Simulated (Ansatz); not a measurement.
Which YAML input does this script hand to the engine? (the Ansatz DFT code, driven from Python)

Script `energy.py`:
```python
'''Single point of C5H6.'''

import ansatz as az
import numpy as np

system = (
    az.Crystal.molecule()
    .atom('C', (-0.5593, 2.014, -0.572))
    .atom('C', (-0.1667, 0.8363, -0.5822))
    .atom('C', (0.2499, -0.3765, -0.5997))
    .atom('C', (-0.2843, -1.4191, 0.172))
    .atom('C', (1.0112, -0.9376, 0.5208))
    .atom('H', (0.0542, 2.904, -0.3654))
    .atom('H', (-1.619, 2.2695, -0.8111))
    .atom('H', (-0.4096, -2.3644, -0.3376))
    .atom('H', (-1.1917, -1.139, 0.8475))
    .atom('H', (1.1215, -0.3094, 1.4431))
    .atom('H', (1.8592, -1.5349, 0.3051))
)

calculation = system.calculation().basis(gaussian='6-31G*').functional('B3LYP').forces()
res = calculation.run(threads=1, backend='cpu')
summary = res.report

print('reference energy %16.6f eV' % summary['reference_energy_ev'])
print('total energy     %16.6f eV' % summary['free_energy_ev'])
print('occupied orbitals outside the frozen core (up, down):', summary['n_occupied'], ' frozen:', summary['n_frozen'], ' virtual:', summary['n_virtual'])

symbols = [site.symbol for site in system.cartesian_sites]
forces = np.array(summary['forces_ev_ang'])
print('largest force', round(float(np.linalg.norm(forces, axis=1).max()), 4), 'eV/A, rms', round(float(np.sqrt((forces ** 2).mean())), 4))

charges = summary['charge_distribution']
dipole = np.array(charges['dipole_moment_e_ang']) * 4.803205
print('dipole (D): {:.3f} {:.3f} {:.3f}, length {:.3f}'.format(*dipole, np.linalg.norm(dipole)))
print('atom  Mulliken   Lowdin')
for symbol, m, l in zip(symbols, charges['mulliken_charges_e'], charges['lowdin_charges_e']):
    print(f'{symbol:4s} {m:9.3f} {l:8.3f}')
```

`python energy.py` gives:
```text
reference energy     -5276.796870 eV
total energy         -5276.796870 eV
occupied orbitals outside the frozen core (up, down): [18, 18]  frozen: 0  virtual: [69, 69]
largest force 6.8485 eV/A, rms 2.0611
dipole (D): -0.369 0.439 1.251, length 1.376
atom  Mulliken   Lowdin
C       -0.726   -0.409
C        0.491    0.157
C       -0.196   -0.324
C       -0.290   -0.162
C       -0.292   -0.142
H        0.201    0.183
H        0.196    0.187
H        0.168    0.134
H        0.127    0.116
H        0.149    0.127
H        0.172    0.133
```

`input.yaml`:
```yaml
crystal:
  periodic: [false, false, false]
  atoms:
    - { symbol: C, position_ang: [-0.5593, 2.014, -0.572] }
    - { symbol: C, position_ang: [-0.1667, 0.8363, -0.5822] }
    - { symbol: C, position_ang: [0.2499, -0.3765, -0.5997] }
    - { symbol: C, position_ang: [-0.2843, -1.4191, 0.172] }
    - { symbol: C, position_ang: [1.0112, -0.9376, 0.5208] }
    - { symbol: H, position_ang: [0.0542, 2.904, -0.3654] }
    - { symbol: H, position_ang: [-1.619, 2.2695, -0.8111] }
    - { symbol: H, position_ang: [-0.4096, -2.3644, -0.3376] }
    - { symbol: H, position_ang: [-1.1917, -1.139, 0.8475] }
    - { symbol: H, position_ang: [1.1215, -0.3094, 1.4431] }
    - { symbol: H, position_ang: [1.8592, -1.5349, 0.3051] }
basis:
  gaussian: { orbitals: "6-31G*" }
hamiltonian:
  xc: b3lyp
output:
  forces: true
```

Launched from the shell:
```console
$ ansatz run input.yaml --threads 1 --pin off --max-ram 4096MiB --backend cpu --events-out ev --progress --plain --runs-dir out
Engine: ansatz 0.2.0, x86_64-unknown-linux-gnu
Functional definition: B3LYP
  parameter a0 = 0.2
  parameter ax = 0.72
  parameter ac = 0.81
  exchange = (1 - a0 - ax)*slater_x + ax*b88_x + a0*exact_x
  correlation = (1 - ac)*vwn_rpa_c + ac*lyp_c
908 factors; integrals over basis functions are off by at most 8.5e-4 eV
mean field evaluation 1: about -5268.6896 eV, gradient 5.6e1 eV
mean field evaluation 2: about -5262.8184 eV, gradient 7.4e1 eV
mean field evaluation 4: about -5276.5112 eV, gradient 2.8e0 eV
mean field evaluation 8: about -5276.7965 eV, gradient 1.6e-1 eV
mean field evaluation 16: about -5276.7967 eV, gradient 1.4e-3 eV
mean field evaluation 32: about -5276.7243 eV, gradient 2.2e0 eV
mean field -5276.79667315 eV, -193.9187009969 hartree, gradient 2.0e-5 eV, S^2 0.000000; 2 other end points of the search recorded, 0 dependent functions left out
the calculation of the forces begins
reference -5276.79686952 eV, -193.9187082136 hartree; 18, 18 occupied and 69, 69 virtual orbitals, 908 factors
Total energy: -5276.79686952 eV, -193.9187082136 hartree
Atom 0 at    -0.559300     2.014000    -0.572000 Å, force    -2.671794     6.304023    -0.149145 eV/Å
Atom 1 at    -0.166700     0.836300    -0.582200 Å, force     1.373881    -3.271076     0.026377 eV/Å
Atom 2 at     0.249900    -0.376500    -0.599700 Å, force     1.267799     1.919454    -4.426048 eV/Å
Atom 3 at    -0.284300    -1.419100     0.172000 Å, force    -4.523332    -2.288643     3.232319 eV/Å
Atom 4 at     1.011200    -0.937600     0.520800 Å, force     1.428082     0.531839     3.190580 eV/Å
Atom 5 at     0.054200     2.904000    -0.365400 Å, force    -0.099539    -0.573587     0.077852 eV/Å
Atom 6 at    -1.619000     2.269500    -0.811100 Å, force     0.809533    -0.322293    -0.005027 eV/Å
Atom 7 at    -0.409600    -2.364400    -0.337600 Å, force    -0.040694    -0.421300    -0.067228 eV/Å
Atom 8 at    -1.191700    -1.139000     0.847500 Å, force     1.508165    -0.785249    -0.806418 eV/Å
Atom 9 at     1.121500    -0.309400     1.443100 Å, force    -0.102599    -0.626899    -0.667114 eV/Å
Atom 10 at     1.859200    -1.534900     0.305100 Å, force     1.050499    -0.466270    -0.406149 eV/Å
Dipole moment:    -0.076757     0.091355     0.260538 e Å
```

Notes:
- Total energies depend on the basis set; only differences at equal settings carry meaning.
- The geometry is a force-field or estimated start, not a minimum of this method, and the basis set is short of its limit.
- The Löwdin charges here are taken after orthogonalising the functions within each atom; they differ from plain Löwdin charges, and their signs can be unphysical.
- b3lyp holds the VWN-RPA fit, as in Gaussian; the form of ORCA and Turbomole is b3lyp5.
- Hardware and time: 3.1 s on 1 thread of Intel(R) Xeon(R) 6975P-C (Granite Rapids), on a shared host, peak memory 0.23 GiB.

(A comment or docstring line of the script was reworded after the run, the code is as it ran; lines on the test bed's own set-up are left out of the output.)
